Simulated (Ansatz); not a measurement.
`BC` and `C[BH][AlH2]` differ in one atom or group.

Ansatz, PBE0-D4/def2-TZVP geometries, multiplicity 1. 

```json
{"property": "LUMO energy (B3LYP/def2-TZVPP) / eV", "`BC`": "-1.47"}
{"property": "zero-point energy (PBE0-D4/def2-TZVP) / kJ/mol", "`BC`": "145.9"}
{"property": "LUMO energy (PBE0/def2-TZVPP) / eV", "`BC`": "-1.22"}
{"property": "LUMO energy (PBE/def2-TZVPP) / eV", "`BC`": "-2.26"}
{"property": "size of the dipole moment (B3LYP/def2-TZVPP) / D", "`BC`": "0.69"}
{"property": "size of the dipole moment (ωB97M-V/def2-TZVPP) / D", "`BC`": "0.69"}
```

Question: What does the change do to each property? (Estimate.)

Answer: Computed: 
```
                                          property  `C[BH][AlH2]`  shift
               LUMO energy (B3LYP/def2-TZVPP) / eV          -1.90  -0.43
    zero-point energy (PBE0-D4/def2-TZVP) / kJ/mol          159.0   13.1
                LUMO energy (PBE0/def2-TZVPP) / eV          -1.72  -0.50
                 LUMO energy (PBE/def2-TZVPP) / eV          -2.69  -0.43
  size of the dipole moment (B3LYP/def2-TZVPP) / D           1.24   0.55
size of the dipole moment (ωB97M-V/def2-TZVPP) / D           1.24   0.55
```

With PBE0 the HOMO rises by 1.97 eV and the LUMO falls by 0.50 eV, so the gap narrows by about 2.47 eV. PBE moves the HOMO by 1.70 eV and ωB97M-V by 2.19 eV. The zero-point energy changes by 13.1 kJ/mol with +6 modes. Dipoles are sizes alone; their direction can turn.

B3LYP here is the variant with VWN-RPA as its local correlation; programs differ in this.
